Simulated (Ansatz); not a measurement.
Run this with the Python package of Ansatz (0.2.0) and show what comes out.

`cas_h2mg.py`
```python
"""Static correlation in H2Mg: natural occupations of an active space."""

import ansatz as az

SETTINGS = {
    "basis_set": "6-31G*",
}

geometry = (
    az.Crystal.molecule()
    .atom("Mg", (0.0408, -0.0511, 0.0084))
    .atom("H", (0.6449, 1.5516, 0.5242))
    .atom("H", (-0.6967, -1.5653, -0.5458))
)

job = (
    geometry.calculation()
    .basis(gaussian=SETTINGS["basis_set"])
    .correlation(active_electrons=2, active_orbitals=3)
)
for method in [None, "sc_nevpt2", "fic_mrcisd_q"]:
    summary = (job if method is None else job.correlation(method)).run().report
    space = summary["configurations"]
    state = space["states"][0]
    print(method or "casscf", f"total {summary['free_energy_ev'] / 27.211386246:.6f} Ha, active-space state {state['energy']['hartree']:.6f} Ha, mean field {summary['reference_energy_ev'] / 27.211386246:.6f} Ha")
    print("  determinants", state["n_determinants"], " natural occupations", [round(n, 3) for n in space["natural_occupations"]])
```

Running `python cas_h2mg.py` prints:
```text
casscf total -200.733191 Ha, active-space state -200.733191 Ha, mean field -200.714019 Ha
  determinants 9  natural occupations [1.962, 0.033, 0.005]
sc_nevpt2 total -200.757748 Ha, active-space state -200.733190 Ha, mean field -200.714019 Ha
  determinants 9  natural occupations [1.962, 0.033, 0.005]
fic_mrcisd_q total -200.768385 Ha, active-space state -200.733190 Ha, mean field -200.714019 Ha
  determinants 9  natural occupations [1.962, 0.033, 0.005]
```

Reading the output:
- Total energies depend on the basis set; only differences at equal settings carry meaning.
- The geometry is a force-field or estimated start, not a minimum of this method, and the basis set is short of its limit. The active space starts as a window about the frontier orbitals and is then optimised, not chosen by chemistry.
- It ran for 1.3 s on 1 thread of Arm Neoverse V1, on a shared host, peak memory 0.14 GiB.

(Lines on the test bed's own set-up are left out of the output.)
